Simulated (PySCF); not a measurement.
**How the method moves the HOMO and LUMO of `C/C=C(/F)C#N`**

Compound: C₄H₄FN.
Structure used (PBE0-D3(BJ)/def2-SVP), in Å, numbered top down from 1:
```
atom  x, y, z in Å
C1    -1.2201   -0.1089    0.2327
C2     0.0609   -0.7545   -0.1571
C3     1.2497   -0.1447   -0.2116
F4     2.3569   -0.7928   -0.5708
C5     1.4611    1.2380    0.1014
N6     1.6208    2.3579    0.3541
H7    -1.9459   -0.1604   -0.5951
H8    -1.0873    0.9460    0.5104
H9    -1.6745   -0.6386    1.0853
H10    0.0586   -1.8154   -0.4283
```

Basis pcSseg-2 throughout (PySCF), one geometry. Geometry: PBE0-D3(BJ)/def2-SVP; no solvent, vibrations or thermal averaging.

Task: How do the orbital energies, the gap and the dipole change with the method?

Result: 
```tsv
method	kind	HOMO (eV)	LUMO (eV)	gap (eV)	μ (D)	SCF cycles
BLYP	GGA	-6.65	-2.35	4.29	3.84	17
B97-D	GGA	-6.74	-2.40	4.35	3.85	16
OPBE	GGA	-6.75	-2.39	4.36	3.79	17
PBE	GGA	-6.78	-2.48	4.30	3.83	16
KT2	GGA	-6.79	-2.44	4.35	3.82	16
KT3	GGA	-6.82	-2.44	4.38	3.79	16
BP86	GGA	-6.87	-2.56	4.31	3.85	16
LDA	LDA	-6.97	-2.72	4.25	3.95	16
B97-2	global hybrid	-7.71	-1.61	6.10	3.94	14
B3LYP	global hybrid	-7.75	-1.78	5.97	3.95	15
PBE0	global hybrid	-7.96	-1.56	6.40	3.96	14
mPW1PW91	global hybrid	-7.98	-1.57	6.41	3.96	14
BHandHLYP	global hybrid	-9.01	-0.50	8.51	4.10	14
CAM-B3LYP	range-separated hybrid	-9.27	-0.45	8.83	4.00	14
wB97X-D	range-separated hybrid	-9.75	0.23	9.98	3.97	14
HF	Hartree–Fock	-10.53	2.24	12.77	4.30	13
LC-wPBE	range-separated hybrid	-10.59	0.69	11.28	3.98	14
```

The HOMO spans 3.94 eV, from BLYP down to LC-wPBE, and the gap runs from 4.25 eV (LDA) to 12.77 eV (HF). Over the methods BLYP (0 %), B97-D (0 %), OPBE (0 %), PBE (0 %), KT2 (0 %), KT3 (0 %), BP86 (0 %), LDA (0 %), B97-2 (21 %), B3LYP (20 %), PBE0 (25 %), mPW1PW91 (25 %), BHandHLYP (50 %), HF (100 %), a straight line through the gap against the share of exact exchange rises by 0.84 eV for each 10 % (correlation coefficient 1.000). The dipole ranges from 3.79 D (KT3) to 4.30 D (HF). This basis has no diffuse functions.

The vertical ΔSCF ionisation energy at B3LYP/def2-SVPD is 10.16 eV; −ε(HOMO) comes closest to it with HF (10.53 eV).
